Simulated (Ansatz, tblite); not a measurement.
# The cluster CdF₂: removing and adding an electron

An exercise on one series of results from a longer session: the logs are not shown, and one member is left open.

Method: as each input shows; program: Ansatz 0.2.0, Gaussian basis.

Levels to be run: charge +1 doublet, at the geometry of the singlet (PBE0-D4/def2-TZVP, PBE-D4/def2-TZVP, r2SCAN-D4/def2-TZVP, CCSD(T)/def2-TZVPP); charge -1 doublet, at the geometry of the singlet (PBE0-D4/def2-TZVPD, PBE-D4/def2-TZVPD, r2SCAN-D4/def2-TZVPD, CCSD(T)/def2-TZVPD); the starting singlet's energies come from earlier runs.

## The structure

The singlet was relaxed beforehand with r2SCAN-D4/def2-TZVP. At that level it is the lowest of the isomers that a small search found.

3 atoms, charge 0, spin multiplicity 1.

Atoms are counted from 1 here; the program's logs count them from 0.

Bond lengths: Cd1–F2 1.920 Å, Cd1–F3 1.920 Å. Angles: F2–Cd1–F3 180.0°.

Cd takes a core potential in the def2 sets. No spin-orbit coupling is included.

Set-up of the first run:

The input, in.yaml:

```yaml
crystal:
  periodic: [false, false, false]
  atoms:
    - {symbol: Cd, position_ang: [0.000126, 0.000092, 0.000098]}
    - {symbol: F, position_ang: [1.376827, -1.039999, -0.842818]}
    - {symbol: F, position_ang: [-1.376953, 1.039908, 0.842729]}
basis:
  gaussian: {orbitals: def2-TZVP}
total_charge: 1
magnetization: {spin_polarized: true, initial_magnetization: 1}
hamiltonian: {xc: pbe0, dispersion: d4}
output: {orbitals: {seedname: orbitals}}
```

Started as:

```console
> ansatz run in.yaml --threads 2 --pin off --events-out ev --progress --plain --max-ram 4352MiB
```

Among the steps run: Charge +1 doublet at the fixed geometry, PBE0-D4/def2-TZVP; Charge +1 doublet at the fixed geometry, PBE-D4/def2-TZVP; Charge +1 doublet at the fixed geometry, r2SCAN-D4/def2-TZVP; Charge +1 doublet at the fixed geometry, CCSD(T)/def2-TZVPP; Charge -1 doublet at the fixed geometry, PBE0-D4/def2-TZVPD; Charge -1 doublet at the fixed geometry, PBE-D4/def2-TZVPD; Charge -1 doublet at the fixed geometry, r2SCAN-D4/def2-TZVPD; Charge -1 doublet at the fixed geometry, CCSD(T)/def2-TZVPD.

One table of the session follows, with a row left open; its other results are not shown here.

It belongs to the step «Vertical electron affinity». 

| method | vertical electron affinity (eV) |
| --- | --- |
| HF/def2-TZVPD | -0.21 |
| PBE-D4/def2-TZVPD | ? |
| r2SCAN-D4/def2-TZVPD | 0.57 |
| PBE0-D4/def2-TZVPD | 0.56 |
| MP2/def2-TZVPD | 0.32 |
| CCSD/def2-TZVPD | 0.30 |
| CCSD(T)/def2-TZVPD | 0.35 |

Q: Estimate the row for PBE-D4/def2-TZVPD from the others.

As computed: vertical electron affinity (eV): 0.65. In the column «vertical electron affinity (eV)» it is the highest.

Limits of these values: The anion's highest level is positive in at least one run, so there the basis alone may hold the extra electron.
